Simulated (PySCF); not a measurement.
chlorine (Cl₂), SMILES ClCl.

Geometry optimised at PBE0-D3(BJ)/def2-TZVPD.

Calculation: PySCF with TDDFT-B3LYP/def2-TZVPD.

Vertical excitations; the highest root listed may be one member of a degenerate set. Gas-phase values at a fixed geometry. State labels are in the subgroup D2h.

Computed UV-visible absorptions:
```json
[
 {"state": "S1", "symmetry": "B3u", "energy (eV)": "3.62", "λ (nm)": "343", "f": "0.001", "main pairs": "HOMO−1→LUMO (degenerate set)"},
 {"state": "S2", "symmetry": "B2u", "energy (eV)": "3.62", "λ (nm)": "343", "f": "0.001", "main pairs": "HOMO→LUMO (degenerate set)"},
 {"state": "S3", "symmetry": "B3g", "energy (eV)": "6.48", "λ (nm)": "191", "f": "0.000", "main pairs": "HOMO−3→LUMO (degenerate set)"},
 {"state": "S4", "symmetry": "B2g", "energy (eV)": "6.48", "λ (nm)": "191", "f": "0.000", "main pairs": "HOMO−2→LUMO (degenerate set)"},
 {"state": "S5", "symmetry": "B2g", "energy (eV)": "8.16", "λ (nm)": "152", "f": "0.000", "main pairs": "HOMO−1→LUMO+2 (degenerate set)"},
 {"state": "S6", "symmetry": "B3g", "energy (eV)": "8.16", "λ (nm)": "152", "f": "0.000", "main pairs": "HOMO→LUMO+2 (degenerate set)"},
 {"state": "S7", "symmetry": "B3u", "energy (eV)": "8.49", "λ (nm)": "146", "f": "0.046", "main pairs": "HOMO−1→LUMO+1 (degenerate set)"},
 {"state": "S8", "symmetry": "B2u", "energy (eV)": "8.49", "λ (nm)": "146", "f": "0.046", "main pairs": "HOMO→LUMO+1 (degenerate set)"},
 {"state": "S9", "symmetry": "B1u", "energy (eV)": "8.71", "λ (nm)": "142", "f": "0.000", "main pairs": "HOMO→LUMO+3, HOMO−1→LUMO+4 (degenerate set)"},
 {"state": "S10", "symmetry": "Au", "energy (eV)": "8.71", "λ (nm)": "142", "f": "0.000", "main pairs": "HOMO→LUMO+4, HOMO−1→LUMO+3 (degenerate set)"},
 {"state": "T1", "symmetry": "B2u", "energy (eV)": "2.81", "λ (nm)": "442", "f": "0", "main pairs": "HOMO→LUMO (degenerate set)"},
 {"state": "T2", "symmetry": "B3u", "energy (eV)": "2.81", "λ (nm)": "442", "f": "0", "main pairs": "HOMO−1→LUMO (degenerate set)"},
 {"state": "T3", "symmetry": "B2g", "energy (eV)": "5.62", "λ (nm)": "220", "f": "0", "main pairs": "HOMO−2→LUMO (degenerate set)"},
 {"state": "T4", "symmetry": "B3g", "energy (eV)": "5.62", "λ (nm)": "220", "f": "0", "main pairs": "HOMO−3→LUMO (degenerate set)"}
]
```
Triplets are in the Tamm–Dancoff approximation, which puts them higher than full response would, so one can lie above its singlet here.
